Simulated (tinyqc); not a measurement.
Pariser-Parr-Pople SCF with singles CI, for the molecule C=CC=CC=C (SMILES; centres numbered as the heavy atoms are written), step by step. Computed by tinyqc, a small Python program that keeps every step. Settings: charge = 0, gamma = MN, start = huckel, damping = 0, iteration cap = 81, excitations kept = 6. Command: `OMP_NUM_THREADS=1 python tinyqc.py 24055 24056 out.jsonl` (the two numbers bound the seeds that draw the settings). One thread of a shared host (Intel(R) Xeon(R) Processor @ 2.60GHz), about 0.01 s of CPU time with the checks. Later iterations appear only in the table of the cycle.

## PPP integrals

Centres (angstrom, eV; a flat drawing with bonds scaled to 1.40 angstrom):
```
centre          x          y  core charge z          W   gamma_rr
1C      -3.045000  -0.196000              1  10.110000  11.850000
2C      -1.799000   0.442000              1  10.110000  11.850000
3C      -0.623000  -0.319000              1  10.110000  11.850000
4C       0.623000   0.319000              1  10.110000  11.850000
5C       1.799000  -0.442000              1  10.110000  11.850000
6C       3.045000   0.196000              1  10.110000  11.850000
```

Resonance integrals (eV):
```
i  j       beta
1  2  -2.230000
2  3  -2.230000
3  4  -2.230000
4  5  -2.230000
5  6  -2.230000
```

Mataga-Nishimoto: gamma = 14.399645/(R + a), a = 2 x 14.399645/(gamma_rr + gamma_ss); H_rr = -W_r - sum_(s != r) z_s gamma_rs; H_rs = beta for bonds.

repulsion gamma_rs (eV):
```
           1C         2C         3C         4C         5C         6C
1C  11.850000   5.506551   3.955641   2.927270   2.374063   1.967766
2C   5.506551  11.850000   5.504644   3.955641   2.926659   2.374063
3C   3.955641   5.504644  11.850000   5.506551   3.955641   2.927270
4C   2.927270   3.955641   5.506551  11.850000   5.504644   3.955641
5C   2.374063   2.926659   3.955641   5.504644  11.850000   5.506551
6C   1.967766   2.374063   2.927270   3.955641   5.506551  11.850000
```

core matrix H (eV):
```
            1C          2C          3C          4C          5C          6C
1C  -26.841290   -2.230000    0.000000    0.000000    0.000000    0.000000
2C   -2.230000  -30.377557   -2.230000    0.000000    0.000000    0.000000
3C    0.000000   -2.230000  -31.959746   -2.230000    0.000000    0.000000
4C    0.000000    0.000000   -2.230000  -31.959746   -2.230000    0.000000
5C    0.000000    0.000000    0.000000   -2.230000  -30.377557   -2.230000
6C    0.000000    0.000000    0.000000    0.000000   -2.230000  -26.841290
```

## Starting guess

pi electrons, sum of z_r less the charge = 6

Orbitals of the Hueckel matrix of the beta values.

P at the start:
```
           1C         2C         3C         4C         5C         6C
1C   1.000000   0.871119   0.000000  -0.387685   0.000000   0.301417
2C   0.871119   1.000000   0.483435   0.000000  -0.086268   0.000000
3C   0.000000   0.483435   1.000000   0.784851   0.000000  -0.387685
4C  -0.387685   0.000000   0.784851   1.000000   0.483435   0.000000
5C   0.000000  -0.086268   0.000000   0.483435   1.000000   0.871119
6C   0.301417   0.000000  -0.387685   0.000000   0.871119   1.000000
```

## Iteration 1: Fock matrix

F_rr = H_rr + P_rr gamma_rr / 2 + sum_(s != r) P_ss gamma_rs; F_rs = H_rs - P_rs gamma_rs / 2; E = tr P (H + F) / 2 + core repulsion sum_(r<s) z_r z_s gamma_rs.

F (eV):
```
           1C         2C         3C         4C         5C         6C
1C  -4.185000  -4.628431   0.000000   0.567429   0.000000  -0.296559
2C  -4.628431  -4.185000  -3.560568   0.000000   0.126238   0.000000
3C   0.000000  -3.560568  -4.185000  -4.390912   0.000000   0.567429
4C   0.567429   0.000000  -4.390912  -4.185000  -3.560568   0.000000
5C   0.000000   0.126238   0.000000  -3.560568  -4.185000  -4.628431
6C  -0.296559   0.000000   0.567429   0.000000  -4.628431  -4.185000
```

pi energy = -66.169422 eV

## Iteration 1: orbitals and new P

Diagonalise F (the basis is taken as orthonormal) and form P = 2 sum c c over the lowest orbitals.

orbital energies (eV): -11.181596  -9.663558  -7.228194  -1.141806  1.293558  2.811596

P after iteration 1:
```
           1C         2C         3C         4C         5C         6C
1C   1.000000   0.897384   0.000000  -0.367169   0.000000   0.244721
2C   0.897384   1.000000   0.436252   0.000000  -0.066227   0.000000
3C   0.000000   0.436252   1.000000   0.821505   0.000000  -0.367169
4C  -0.367169   0.000000   0.821505   1.000000   0.436252   0.000000
5C   0.000000  -0.066227   0.000000   0.436252   1.000000   0.897384
6C   0.244721   0.000000  -0.367169   0.000000   0.897384   1.000000
```

## Iteration 2: Fock matrix

As before.

F (eV):
```
           1C         2C         3C         4C         5C         6C
1C  -4.185000  -4.700746   0.000000   0.537402   0.000000  -0.240777
2C  -4.700746  -4.185000  -3.430705   0.000000   0.096911   0.000000
3C   0.000000  -3.430705  -4.185000  -4.491831   0.000000   0.537402
4C   0.537402   0.000000  -4.491831  -4.185000  -3.430705   0.000000
5C   0.000000   0.096911   0.000000  -3.430705  -4.185000  -4.700746
6C  -0.240777   0.000000   0.537402   0.000000  -4.700746  -4.185000
```

pi energy = -66.245066 eV

## Iteration 2: orbitals and new P

As before.

orbital energies (eV): -11.172134  -9.660157  -7.308720  -1.061280  1.290157  2.802134

P after iteration 2:
```
           1C         2C         3C         4C         5C         6C
1C   1.000000   0.908831   0.000000  -0.354924   0.000000   0.219214
2C   0.908831   1.000000   0.413130   0.000000  -0.057875   0.000000
3C   0.000000   0.413130   1.000000   0.838661   0.000000  -0.354924
4C  -0.354924   0.000000   0.838661   1.000000   0.413130   0.000000
5C   0.000000  -0.057875   0.000000   0.413130   1.000000   0.908831
6C   0.219214   0.000000  -0.354924   0.000000   0.908831   1.000000
```

## Iteration 3: Fock matrix

As before.

F (eV):
```
           1C         2C         3C         4C         5C         6C
1C  -4.185000  -4.732262   0.000000   0.519480   0.000000  -0.215681
2C  -4.732262  -4.185000  -3.367068   0.000000   0.084690   0.000000
3C   0.000000  -3.367068  -4.185000  -4.539064   0.000000   0.519480
4C   0.519480   0.000000  -4.539064  -4.185000  -3.367068   0.000000
5C   0.000000   0.084690   0.000000  -3.367068  -4.185000  -4.732262
6C  -0.215681   0.000000   0.519480   0.000000  -4.732262  -4.185000
```

pi energy = -66.262559 eV

## Iteration 3: orbitals and new P

As before.

orbital energies (eV): -11.166177  -9.656342  -7.345220  -1.024780  1.286342  2.796177

P after iteration 3:
```
           1C         2C         3C         4C         5C         6C
1C   1.000000   0.914009   0.000000  -0.348554   0.000000   0.207600
2C   0.914009   1.000000   0.402046   0.000000  -0.054281   0.000000
3C   0.000000   0.402046   1.000000   0.846681   0.000000  -0.348554
4C  -0.348554   0.000000   0.846681   1.000000   0.402046   0.000000
5C   0.000000  -0.054281   0.000000   0.402046   1.000000   0.914009
6C   0.207600   0.000000  -0.348554   0.000000   0.914009   1.000000
```

## Convergence

Stop when output and input P, before any damping, agree to 1e-7.

Course of the cycle:
```
iteration        E (eV)  largest |P(out) - P(in)|
1          -66.16942152                  5.67e-02
2          -66.24506571                  2.55e-02
3          -66.26255900                  1.16e-02
4          -66.26651394                  5.35e-03
5          -66.26739770                  2.49e-03
6          -66.26759404                  1.17e-03
7          -66.26763753                  5.50e-04
8          -66.26764715                  2.59e-04
9          -66.26764928                  1.22e-04
10         -66.26764975                  5.72e-05
11         -66.26764985                  2.69e-05
12         -66.26764988                  1.26e-05
13         -66.26764988                  5.94e-06
14         -66.26764988                  2.79e-06
15         -66.26764988                  1.31e-06
16         -66.26764988                  6.17e-07
17         -66.26764988                  2.90e-07
18         -66.26764988                  1.36e-07
19         -66.26764988                  6.41e-08
```

Converged in 19 iterations.

## Converged orbitals

Charges are z - P_rr.

orbital energies (eV): -11.159951  -9.651805  -7.376776  -0.993224  1.281805  2.789951

coefficients:
```
         MO1        MO2        MO3        MO4        MO5        MO6
1C  0.250968   0.447893   0.486218   0.486218  -0.447893   0.250968
2C  0.412049   0.512674   0.259579  -0.259579   0.512674  -0.412049
3C  0.516944   0.191201  -0.442958  -0.442958  -0.191201   0.516944
4C  0.516944  -0.191201  -0.442958   0.442958  -0.191201  -0.516944
5C  0.412049  -0.512674   0.259579   0.259579   0.512674   0.412049
6C  0.250968  -0.447893   0.486218  -0.486218  -0.447893  -0.250968
```

pi charges: 1C 0.000000, 2C 0.000000, 3C 0.000000, 4C 0.000000, 5C 0.000000, 6C 0.000000

## Singles CI, singlets

Over the 6 single excitations with the smallest orbital gaps: A = (e_a - e_i) delta + 2 (ia|jb) - (ij|ab), with (pq|rs) = sum c_mp c_mq gamma_mn c_nr c_ns. f = 2/3 w |mu|^2 in atomic units, mu = sqrt2 sum c_ia sum_m c_mi c_ma R_m.

singlet CI matrix (eV):
```
           3>4        2>4        3>5       3>6       1>4        2>5
3>4   4.255663   0.000000   0.000000  0.010801  0.010801  -0.041711
2>4   0.000000   5.876341  -0.614505  0.000000  0.000000   0.000000
3>5   0.000000  -0.614505   5.876341  0.000000  0.000000   0.000000
3>6   0.010801   0.000000   0.000000  6.960619  0.788863   0.005261
1>4   0.010801   0.000000   0.000000  0.788863  6.960619   0.005261
2>5  -0.041711   0.000000   0.000000  0.005261  0.005261   8.216281
```

singlet excitation energies (eV): 4.255156  5.261836  6.171756  6.490845  7.749436  8.216834

oscillator strengths: 1.595130  0.000000  0.000000  0.000000  0.017859  0.324870

## Singles CI, triplets

Over the 6 single excitations with the smallest orbital gaps: A = (e_a - e_i) delta - (ij|ab), with (pq|rs) = sum c_mp c_mq gamma_mn c_nr c_ns.

triplet CI matrix (eV):
```
          3>4       2>4       3>5        3>6        1>4       2>5
3>4  1.088940  0.000000  0.000000   0.331748   0.331748  1.561831
2>4  0.000000  3.700006  1.561831   0.000000   0.000000  0.000000
3>5  0.000000  1.561831  3.700006   0.000000   0.000000  0.000000
3>6  0.331748  0.000000  0.000000   4.886691  -1.285065  1.271273
1>4  0.331748  0.000000  0.000000  -1.285065   4.886691  1.271273
2>5  1.561831  0.000000  0.000000   1.271273   1.271273  5.505881
```

triplet excitation energies (eV): 0.588479  2.138175  2.595728  5.261836  6.171756  7.012240
